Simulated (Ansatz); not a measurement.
Geometry optimisation, RKS B3LYP-D4/6-31G* (Ansatz).

Input:

```yaml
crystal:
  periodic: [false, false, false]
  atoms:
    - { symbol: Si, position_ang: [-0.557563, -0.009998, -0.209752] }
    - { symbol: H, position_ang: [0.6778, 0.316291, 2.139425] }
    - { symbol: H, position_ang: [0.493155, -1.056664, -0.096479] }
    - { symbol: H, position_ang: [0.014973, 1.342633, 0.006122] }
    - { symbol: H, position_ang: [-1.083705, -0.058261, -1.61156] }
    - { symbol: "N", position_ang: [-1.806516, -0.278996, 1.041034] }
    - { symbol: H, position_ang: [-2.357037, -1.125403, 0.912669] }
    - { symbol: C, position_ang: [-2.620793, 0.835144, 1.526768] }
    - { symbol: H, position_ang: [-3.176674, 0.524011, 2.420604] }
    - { symbol: H, position_ang: [-1.958564, 1.661431, 1.823894] }
    - { symbol: H, position_ang: [-3.349093, 1.233624, 0.796004] }
    - { symbol: H, position_ang: [0.056116, 0.01369, 2.303672] }
basis:
  gaussian: { orbitals: "6-31G*" }
hamiltonian:
  xc: b3lyp
  dispersion: d4
relax:
  f_tol: 0.03
  max_steps: 50
```

Run as:

```bash
$ ansatz run input.yaml --threads 1 --pin off --max-ram 2048MiB --backend cpu --events-out ev --progress --plain --runs-dir out
```

Problem. Where does it end, and by what steps?

Solution. The forces met the threshold. After 16 steps the energy has fallen by 0.277 eV; H2 moved furthest, 1.59 Å.

| step | energy less start (eV) | largest force component (eV/Å) | accepted |
| --- | --- | --- | --- |
| 0 | 0.0000 | 1.390 | yes |
| 1 | -0.1273 | 0.540 | yes |
| 2 | -0.1824 | 0.434 | yes |
| 3 | -0.2217 | 0.254 | yes |
| 4 | -0.2342 | 0.299 | yes |
| 5 | -0.2544 | 0.319 | yes |
| 6 | -0.2619 | 0.361 | yes |
| 7 | -0.2662 | 0.300 | yes |
| 8 | -0.2693 | 0.153 | yes |
| 9 | -0.2717 | 0.131 | yes |
| 10 | -0.2729 | 0.104 | yes |
| 11 | -0.2745 | 0.083 | yes |
| 12 | -0.2753 | 0.108 | yes |
| 13 | -0.2758 | 0.086 | yes |
| 14 | -0.2765 | 0.039 | yes |
| 15 | -0.2767 | 0.037 | yes |
| 16 | -0.2768 | 0.010 | yes |

```xyz
12
Properties=species:S:1:pos:R:3
Si -0.727 0.077 -0.616
H 0.357 -0.091 3.641
H 0.245 -1.041 -0.745
H -0.028 1.391 -0.620
H -1.608 0.058 -1.827
N -1.528 -0.113 0.912
H -1.741 -1.063 1.195
C -2.488 0.859 1.427
H -2.575 0.770 2.516
H -2.127 1.871 1.213
H -3.495 0.765 0.993
H 0.047 -0.086 2.962
```

Whether the end is a true minimum wasn't checked by a vibrational analysis.

Run time: 41 s on 1 thread of Intel(R) Xeon(R) Platinum 8375C CPU @ 2.90GHz (Ice Lake) (shared host), peak memory 0.16 GiB.
